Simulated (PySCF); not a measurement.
PySCF input (TPSSh/def2-TZVPD):

```python
from pyscf import gto, scf, dft

mol = gto.M(
    atom='''
    O     0.00087921    0.00996717    0.66372784
    C    -0.00069266   -0.00785239   -0.52290140
    H     0.00580988    0.95150323   -1.10075038
    H    -0.00868758   -0.98412628   -1.07166392
    ''',
    basis='def2-tzvpd',
    charge=1,
    spin=1,
    verbose=4,
)

mf = dft.UKS(mol, xc='tpssh').density_fit(auxbasis='def2-universal-jkfit')
mf.grids.level = 3
mf.conv_tol = 1e-9
mf.max_cycle = 100
mf.max_memory = 1500
mf.kernel()
if not mf.converged:
    mf = mf.newton()
    mf.kernel(mf.make_rdm1())
for _ in range(2):
    mo, _, stable, _ = mf.stability(return_status=True)
    if stable:
        break
    mf.kernel(mf.make_rdm1(mo, mf.mo_occ))
mf.analyze()
```

End of the output:

```
Extra cycle  E= -114.160630709  delta_E= -6.25e-12  |g|= 1.28e-06  |ddm|= 3.63e-06
converged SCF energy = -114.160630709  <S^2> = 0.7585244  2S+1 = 2.0085063
uhf_internal: lowest eigs of H = [0.2663373  0.35635461 0.38043232]
<class 'pyscf.df.df_jk.DFUKS'> wavefunction is stable in the internal stability analysis
**** SCF Summaries ****
Total Energy =                        -114.160630709000458
Nuclear Repulsion Energy =              31.579933023202251
One-electron Energy =                 -212.089648948530282
Two-electron Energy =                   66.349085216327580
Two-electron Coulomb Energy =           80.717809401559805
DFT Exchange-Correlation Energy =      -14.368724185232230
HOMO-LUMO gap [eV] =                     3.980589969967952
**** MO energy ****
                             alpha | beta                alpha | beta
MO #1   energy= -19.5259284410827  | -19.5018931270217  occ= 1 | 1
MO #2   energy= -10.5684569311906  | -10.5705628966892  occ= 1 | 1
MO #3   energy= -1.46826969679665  | -1.42588256997938  occ= 1 | 1
MO #4   energy= -0.971363635607322 | -0.947472294827008 occ= 1 | 1
MO #5   energy= -0.872872014766735 | -0.812016438256243 occ= 1 | 1
MO #6   energy= -0.818525099838485 | -0.797235389106746 occ= 1 | 1
MO #7   energy= -0.773384619282563 | -0.756750434768865 occ= 1 | 1
MO #8   energy= -0.674256987185096 | -0.527973002714688 occ= 1 | 0
MO #9   energy= -0.401962238894402 | -0.398611555579294 occ= 0 | 0
MO #10  energy= -0.204903317946609 | -0.196540487260378 occ= 0 | 0
MO #11  energy= -0.15990224284895  | -0.152416373592763 occ= 0 | 0
MO #12  energy= -0.149745140185871 | -0.141510014305281 occ= 0 | 0
MO #13  energy= -0.118113173542327 | -0.110489058006478 occ= 0 | 0
MO #14  energy= -0.105096800667795 | -0.104638567675489 occ= 0 | 0
MO #15  energy= -0.0741059039553944 | -0.0604478818783515 occ= 0 | 0
MO #16  energy= -0.0622345762602147 | -0.0575875666055896 occ= 0 | 0
MO #17  energy= -0.0576711436537524 | -0.0523196475648367 occ= 0 | 0
MO #18  energy= -0.0126248760387817 | -0.00880048356443552 occ= 0 | 0
MO #19  energy= 0.0241723928908463 | 0.0298399885772227 occ= 0 | 0
MO #20  energy= 0.0399497230342074 | 0.0529399868998029 occ= 0 | 0
MO #21  energy= 0.0570404224218889 | 0.0626800278537833 occ= 0 | 0
MO #22  energy= 0.0620340726670107 | 0.0677481688308627 occ= 0 | 0
MO #23  energy= 0.0783762716263905 | 0.0869630597990873 occ= 0 | 0
MO #24  energy= 0.0969151167082286 | 0.101642076584241  occ= 0 | 0
MO #25  energy= 0.10363209203148   | 0.104958208814118  occ= 0 | 0
MO #26  energy= 0.108261137173359  | 0.114267338161664  occ= 0 | 0
MO #27  energy= 0.140381095363573  | 0.157415949518629  occ= 0 | 0
MO #28  energy= 0.160866031686052  | 0.162184987395269  occ= 0 | 0
MO #29  energy= 0.175220625552465  | 0.179211258361808  occ= 0 | 0
MO #30  energy= 0.183852787119702  | 0.189419429831995  occ= 0 | 0
MO #31  energy= 0.211984108904694  | 0.216995680943143  occ= 0 | 0
MO #32  energy= 0.254022495934719  | 0.25663967280442   occ= 0 | 0
MO #33  energy= 0.254864666424488  | 0.25908262249663   occ= 0 | 0
MO #34  energy= 0.302751731163362  | 0.312087046244713  occ= 0 | 0
MO #35  energy= 0.323747346196345  | 0.33468509126859   occ= 0 | 0
MO #36  energy= 0.338383833036608  | 0.346654672568655  occ= 0 | 0
MO #37  energy= 0.417208999236868  | 0.426990704462939  occ= 0 | 0
MO #38  energy= 0.42625117807034   | 0.432292552159122  occ= 0 | 0
MO #39  energy= 0.432714874731652  | 0.446106207546342  occ= 0 | 0
MO #40  energy= 0.466240250463787  | 0.471346460481506  occ= 0 | 0
MO #41  energy= 0.528780653806894  | 0.536037583446085  occ= 0 | 0
MO #42  energy= 0.581362043120127  | 0.589228793889575  occ= 0 | 0
MO #43  energy= 0.636795059494482  | 0.668662328519599  occ= 0 | 0
MO #44  energy= 0.692439104873447  | 0.69450020669392   occ= 0 | 0
MO #45  energy= 0.715971049229655  | 0.717216269899176  occ= 0 | 0
MO #46  energy= 0.763252520047961  | 0.774169944032255  occ= 0 | 0
MO #47  energy= 0.766314275257433  | 0.783121551486915  occ= 0 | 0
MO #48  energy= 0.877833284822493  | 0.888435456437321  occ= 0 | 0
MO #49  energy= 1.2066964686962    | 1.20642655564157   occ= 0 | 0
MO #50  energy= 1.29173569974349   | 1.30999884903471   occ= 0 | 0
MO #51  energy= 1.31151441466224   | 1.34822040956807   occ= 0 | 0
MO #52  energy= 1.32242347135828   | 1.35680363356463   occ= 0 | 0
MO #53  energy= 1.44194219319534   | 1.4478300004537    occ= 0 | 0
MO #54  energy= 1.47906018567026   | 1.50266860475517   occ= 0 | 0
MO #55  energy= 1.52847196752297   | 1.54384717936342   occ= 0 | 0
MO #56  energy= 1.57820112533156   | 1.5847608678386    occ= 0 | 0
MO #57  energy= 1.59804343726106   | 1.60991474353325   occ= 0 | 0
MO #58  energy= 1.71444532734316   | 1.74250089618982   occ= 0 | 0
MO #59  energy= 1.85984925517777   | 1.88410100009627   occ= 0 | 0
MO #60  energy= 1.92680530792138   | 1.95540546519544   occ= 0 | 0
MO #61  energy= 1.94779321537552   | 1.9639564437124    occ= 0 | 0
MO #62  energy= 2.15542943027345   | 2.17829891530296   occ= 0 | 0
MO #63  energy= 2.19948102075484   | 2.21652364536472   occ= 0 | 0
MO #64  energy= 2.29574930452234   | 2.33461869626411   occ= 0 | 0
MO #65  energy= 2.3484415289852    | 2.35807969203887   occ= 0 | 0
MO #66  energy= 2.40194471973778   | 2.42521671592727   occ= 0 | 0
MO #67  energy= 2.68016462232041   | 2.67461670163638   occ= 0 | 0
MO #68  energy= 2.68841470610256   | 2.69401086630526   occ= 0 | 0
MO #69  energy= 2.73974412322728   | 2.74325949534986   occ= 0 | 0
MO #70  energy= 2.75251340771206   | 2.81801966972438   occ= 0 | 0
MO #71  energy= 2.82276302301554   | 2.82289205578952   occ= 0 | 0
MO #72  energy= 2.82503906665053   | 2.83231221981949   occ= 0 | 0
MO #73  energy= 2.88013368097815   | 2.91472325608997   occ= 0 | 0
MO #74  energy= 2.94786167410096   | 2.95499689019369   occ= 0 | 0
MO #75  energy= 3.04354069246534   | 3.05479113612849   occ= 0 | 0
MO #76  energy= 3.26569983085294   | 3.27378520697367   occ= 0 | 0
MO #77  energy= 3.43080086847073   | 3.44835580065804   occ= 0 | 0
MO #78  energy= 3.51163042164863   | 3.5293850717552    occ= 0 | 0
MO #79  energy= 3.76058555671333   | 3.77133477154377   occ= 0 | 0
MO #80  energy= 4.02169324638957   | 4.03359563453835   occ= 0 | 0
MO #81  energy= 4.22174959003559   | 4.23688844939138   occ= 0 | 0
MO #82  energy= 4.75880374820693   | 4.81758732552893   occ= 0 | 0
MO #83  energy= 4.78526929107879   | 4.84250862717023   occ= 0 | 0
MO #84  energy= 5.13184721172284   | 5.17829490547305   occ= 0 | 0
MO #85  energy= 5.3074480972402    | 5.34931760382885   occ= 0 | 0
MO #86  energy= 5.74284196569982   | 5.77052854835194   occ= 0 | 0
MO #87  energy= 5.86594247408027   | 5.92518502414023   occ= 0 | 0
MO #88  energy= 6.00944297405639   | 6.05386394253229   occ= 0 | 0
MO #89  energy= 6.01077641902951   | 6.10437172687707   occ= 0 | 0
MO #90  energy= 6.04522538854057   | 6.13313470880346   occ= 0 | 0
MO #91  energy= 6.40535295594182   | 6.43955106544098   occ= 0 | 0
MO #92  energy= 6.43795411249899   | 6.51297196897769   occ= 0 | 0
MO #93  energy= 6.77387020413238   | 6.81847096788274   occ= 0 | 0
MO #94  energy= 22.2803118075994   | 22.2781973367649   occ= 0 | 0
MO #95  energy= 43.5171340684201   | 43.5458561193413   occ= 0 | 0

To work with the spin densities directly, `use mulliken_meta_spin()` only printing them here.

 ** Mulliken spin pop alpha/beta on meta-lowdin orthogonal AOs **
 ** Mulliken Spin Density (per AO)  **
spin_pop of  0 O 1s       -0.00001
spin_pop of  0 O 2s        0.01325
spin_pop of  0 O 3s       -0.00016
spin_pop of  0 O 4s        0.00001
[...]
```
